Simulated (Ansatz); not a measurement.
# C₂H₆ (SMILES CC): a rigid scan of the bond length C2–H6

An exercise on one series of results from a longer session: the logs are not shown, and one member is left open.

Computed with Ansatz 0.2.0, Gaussian basis. Level: single points in def2-TZVPP.

Levels: PBE-D4, r2SCAN-D4, PBE0-D4, B3LYP-D4, wB97M-V, Hartree-Fock, MP2, CCSD, CCSD(T). The scan takes 0.896, 0.942, 1.009, 1.088, 1.176, 1.270, 1.370, 1.475, 1.584 Å.

Correlated methods freeze the cores. B3LYP uses VWN-RPA correlation.

42 further runs of the same task are left out: 42 set aside as unsound or not needed.

## Where the work starts

The minimum, relaxed at PBE0-D4: SMILES `CC`, 8 atoms, charge 0, spin multiplicity 1.

Atoms are counted from 1 here; the program's logs count them from 0.

Bond lengths: C1–C2 1.519 Å, C1–H3 1.093 Å, C1–H4 1.093 Å, C1–H5 1.093 Å, C2–H6 1.093 Å, C2–H7 1.093 Å, C2–H8 1.093 Å. Angles: C2–C1–H3 111.4°, C2–C1–H4 111.4°, C2–C1–H5 111.4°, H3–C1–H4 107.5°, H3–C1–H5 107.5°, H4–C1–H5 107.5°, C1–C2–H6 111.4°, C1–C2–H7 111.4°, C1–C2–H8 111.4°, H6–C2–H7 107.5°, H6–C2–H8 107.5°, H7–C2–H8 107.5°.

As a file:

```csv
atom,x (Å),y (Å),z (Å)
C1,-0.3268,0.1322,-0.6725
C2,0.3268,-0.1322,0.6725
H3,0.0705,-0.5296,-1.4459
H4,-1.4071,-0.0257,-0.6290
H5,-0.1586,1.1602,-1.0024
H6,-0.0704,0.5296,1.4459
H7,1.4071,0.0256,0.6289
H8,0.1585,-1.1601,1.0025
```

Energies of the minimum (eV), from earlier single points: PBE-D4 -2169.71094, r2SCAN-D4 -2171.49164, PBE0-D4 -2170.22409, B3LYP-D4 -2173.38729, wB97M-V -2171.32198, CCSD(T) -2168.07918.

At the minimum the bond length C2–H6 is 1.093 Å.

Set-up of the first run:

ccsdt-tzvpp/in.yaml

```yaml
crystal:
  periodic: [false, false, false]
  atoms:
    - {symbol: C, position_ang: [-0.326768, 0.132190, -0.672504]}
    - {symbol: C, position_ang: [0.326766, -0.132188, 0.672507]}
    - {symbol: H, position_ang: [0.070462, -0.529575, -1.445884]}
    - {symbol: H, position_ang: [-1.407055, -0.025697, -0.628957]}
    - {symbol: H, position_ang: [-0.158626, 1.160154, -1.002443]}
    - {symbol: H, position_ang: [0.001073, 0.410535, 1.306693]}
    - {symbol: H, position_ang: [1.407064, 0.025616, 0.628938]}
    - {symbol: H, position_ang: [0.158549, -1.160127, 1.002486]}
basis:
  gaussian: {orbitals: def2-TZVPP}
correlation: {method: ccsd_t}
```

The command line of these runs was not kept.

Steps of the session up to this table: C2–H6 = 0.896 Å; C2–H6 = 0.942 Å; C2–H6 = 1.009 Å; C2–H6 = 1.088 Å; C2–H6 = 1.176 Å; C2–H6 = 1.270 Å; C2–H6 = 1.370 Å; C2–H6 = 1.475 Å; C2–H6 = 1.584 Å.

One of the session's tables, all rows but one given; the rest of the session is left out.

It belongs to the step «The curves». Energies less that of the minimum at the same level (kcal/mol):

| bond length (Å) | PBE-D4 | PBE0-D4 | B3LYP-D4 | wB97M-V | Hartree-Fock |
| --- | --- | --- | --- | --- | --- |
| 0.896 | 22.7 | 21.9 | 21.4 | 21.4 | 20.9 |
| 0.942 | ? | ? | ? | ? | ? |
| 1.009 | 3.5 | 3.1 | 3.0 | 2.9 | 2.6 |
| 1.088 | 0.0 | 0.0 | 0.0 | 0.0 | 0.0 |
| 1.093 (minimum) | 0.0 | 0.0 | 0.0 | 0.0 | 0.0 |
| 1.176 | 1.8 | 2.3 | 2.3 | 2.4 | 2.9 |
| 1.270 | 7.6 | 8.7 | 8.6 | 8.9 | 10.1 |
| 1.370 | 16.2 | 18.1 | 17.6 | 18.3 | 20.3 |
| 1.475 | 26.4 | 29.0 | 28.1 | 29.5 | 32.4 |
| 1.584 | 37.4 | 40.9 | 39.6 | 41.5 | 45.3 |

Q: Estimate the row for bond length (Å) = 0.942 from the others.

Worked estimate for «PBE-D4». A straight line through the neighbours (0.896, 22.7) and (1.009, 3.5) gives 22.7 + (3.5 − 22.7) × (0.942 − 0.896) / (1.009 − 0.896) = 14.9; a parabola fitted to 3 rows on both sides gives 12.9.

The run gave: PBE-D4: 12.3; PBE0-D4: 11.6; B3LYP-D4: 11.3; wB97M-V: 11.2; Hartree-Fock: 10.8. In «PBE-D4» the line misses by +2.6 and the parabola by +0.6.

To keep in mind: A polynomial through the near points puts the CCSD(T) minimum 0.002 Å below the PBE0-D4 value.
